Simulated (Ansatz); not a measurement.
Molecular dynamics of BFH$_{2}$O

Input file:

```yaml
crystal:
  periodic: [false, false, false]
  atoms:
    - { symbol: B, position_ang: [-0.1633, 0.1936, 0.2922] }
    - { symbol: H, position_ang: [0.5137, 0.1133, -1.0631] }
    - { symbol: O, position_ang: [-0.2088, -1.0242, 0.6079] }
    - { symbol: H, position_ang: [0.3236, -0.6854, -0.5157] }
    - { symbol: F, position_ang: [-0.4652, 1.4026, 0.6787] }
magnetization:
  spin_polarized: true
basis:
  gaussian: { orbitals: def2-SVP }
hamiltonian:
  xc: pbe0
  dispersion: d4
md:
  timestep: 0.5
  n_steps: 150
  ensemble: nve
  temperature: 600.0
  initial_velocities: maxwell_boltzmann
  seed: 62193
```

Run as:

```bash
$ ansatz run input.yaml --threads 1 --pin off --max-ram 2048MiB --backend cpu --events-out ev --progress --plain --runs-dir out
```

It starts from a rough guess of a transition structure, not a stationary point.

Output, in part (step lines, the closing report, with atoms numbered from 0):

```
md step     0: t =     0.00 fs  T =   600.0 K  F+E_penalty+E_count = -5462.91498375 eV  E_kin = 0.232668 eV  conserved = -5462.68231575 eV  (26 SCF iters)
[... lines left out ...]
Total energy: -5463.82552710 eV, -200.7918846071 hartree
Atom 0 at    -0.092482     0.142073     0.220053 Å, force     0.983909     7.028650    -1.932956 eV/Å
Atom 1 at     0.457762     0.815313    -0.689725 Å, force     0.220445    -2.250500    -0.187720 eV/Å
Atom 2 at    -0.140015    -1.149960     0.420441 Å, force     0.358568     0.716947    -0.614516 eV/Å
Atom 3 at    -0.638708    -1.416854     1.155809 Å, force    -1.231571    -0.954937     1.922992 eV/Å
Atom 4 at    -0.509395     1.539386     0.769119 Å, force    -0.331350    -4.540159     0.812199 eV/Å
Dipole moment:    -0.162413    -0.555182     0.266589 e Å
```

The steps, from the saved trajectory:

| time (fs) | T (K) | potential energy less start (eV) | conserved less start (meV/atom) |
| --- | --- | --- | --- |
| 0 | 600 | 0.000 | 0.00 |
| 2.5 | 770 | -0.065 | 0.14 |
| 5 | 1491 | -0.344 | 0.22 |
| 7.5 | 3348 | -1.066 | -0.12 |
| 10 | 4836 | -1.641 | 0.37 |
| 12.5 | 5709 | -1.989 | -1.48 |
| 15 | 4066 | -1.343 | 0.23 |
| 17.5 | 4856 | -1.657 | -1.38 |
| 20 | 3824 | -1.244 | 1.25 |
| 22.5 | 3220 | -1.017 | -0.17 |
| 25 | 3037 | -0.944 | 0.26 |
| 27.5 | 4722 | -1.603 | -0.97 |
| 30 | 5789 | -2.023 | -2.16 |
| 32.5 | 5051 | -1.727 | -0.17 |
| 35 | 5114 | -1.756 | -1.09 |
| 37.5 | 3079 | -0.968 | -1.26 |
| 40 | 2430 | -0.713 | -0.60 |
| 42.5 | 4519 | -1.524 | -0.97 |
| 45 | 4666 | -1.579 | -0.45 |
| 47.5 | 3798 | -1.244 | -0.75 |
| 50 | 2585 | -0.771 | -0.29 |
| 52.5 | 2539 | -0.751 | 0.15 |
| 55 | 3749 | -1.225 | -0.89 |
| 57.5 | 4517 | -1.519 | 0.08 |
| 60 | 5268 | -1.813 | -0.56 |
| 62.5 | 4150 | -1.380 | -0.63 |
| 65 | 2399 | -0.693 | 1.04 |
| 67.5 | 4058 | -1.346 | -1.00 |
| 70 | 4602 | -1.554 | -0.42 |
| 72.5 | 4059 | -1.345 | -0.80 |
| 75 | 2943 | -0.911 | -0.39 |

All steps were run. The conserved energy stayed within 2.5 meV per atom of its start (net change -0.39 meV per atom), so the integration is sound. The kinetic energy rose, since the run started high on the potential surface and went downhill. A run of 0.075 ps of so small a system gives no equilibrium averages. The orbitals were unrestricted but ended closed-shell.

The planned step would form H2–H4 and break B1–H2, O3–H4. These pairs go: H2–H4 0.99 → 3.10 Å, B1–H2 1.52 → 1.26 Å, O3–H4 1.29 → 0.93 Å. In the last frame they stand as before the step (other bonds may differ from the relaxed reactants and products). Also parted: B1–H4 1.29 → 1.90 Å. It ends as one piece, BFH2O. Pairs count as bonded within 1.25 times the sum of covalent radii (0.12 Å more for H–H).

Last frame:

```xyz
5
Properties=species:S:1:pos:R:3
B -0.092 0.142 0.220
H 0.458 0.815 -0.690
O -0.140 -1.150 0.420
H -0.639 -1.417 1.156
F -0.509 1.539 0.769
```

Time of the run: 3.3 min on 1 thread of Arm Neoverse V2, on a shared host, peak memory 0.12 GiB.
